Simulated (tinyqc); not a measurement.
Inside a calculation. Method: extended Hueckel theory, for H2O-. The parameters take no account of the charge, which enters only through the electron count, and nothing here shows that the anion is bound. One step of it, computed by the program tinyqc.

Task: Mulliken analysis. P = C n C^T; charge = valence electrons (O 6, H 1) minus the sum of (P S)_ii on the atom; overlap population = 2 sum P_ij S_ij between two atoms.

coefficients, order 1O 2s, 1O 2px, 1O 2py, 1O 2pz, 2H 1s, 3H 1s:
$$\begin{pmatrix}
0.906435 & -0.001361 & -0.144146 & 0.000000 & -0.022077 & -0.842178 \\
0.000000 & 0.000000 & 0.000000 & 1.000000 & 0.000000 & 0.000000 \\
-0.000988 & 0.763344 & 0.001710 & 0.000000 & 0.825875 & -0.039801 \\
-0.032742 & -0.000248 & 0.924263 & 0.000000 & -0.021552 & -0.581923 \\
0.098906 & 0.313408 & 0.120675 & 0.000000 & -0.836845 & 0.862973 \\
0.095039 & -0.319317 & 0.122371 & 0.000000 & 0.900169 & 0.771018
\end{pmatrix}$$

occupations: [2.000000, 2.000000, 2.000000, 2.000000, 1.000000, 0.000000]

overlap S, order 1O 2s, 1O 2px, 1O 2py, 1O 2pz, 2H 1s, 3H 1s:
$$\begin{pmatrix}
1.000000 & 0.000000 & 0.000000 & 0.000000 & 0.452059 & 0.440526 \\
0.000000 & 1.000000 & 0.000000 & 0.000000 & 0.000000 & 0.000000 \\
0.000000 & 0.000000 & 1.000000 & 0.000000 & 0.281226 & -0.276356 \\
0.000000 & 0.000000 & 0.000000 & 1.000000 & 0.267245 & 0.262480 \\
0.452059 & 0.000000 & 0.281226 & 0.267245 & 1.000000 & 0.260624 \\
0.440526 & 0.000000 & -0.276356 & 0.262480 & 0.260624 & 1.000000
\end{pmatrix}$$

Give: charges; Overlap populations.

Result:

charges: 1O -1.3540, 2H 0.2142, 3H 0.1398

Overlap populations:
```
pair      value
2-1    0.152429
3-1    0.067772
3-2   -0.471792
```
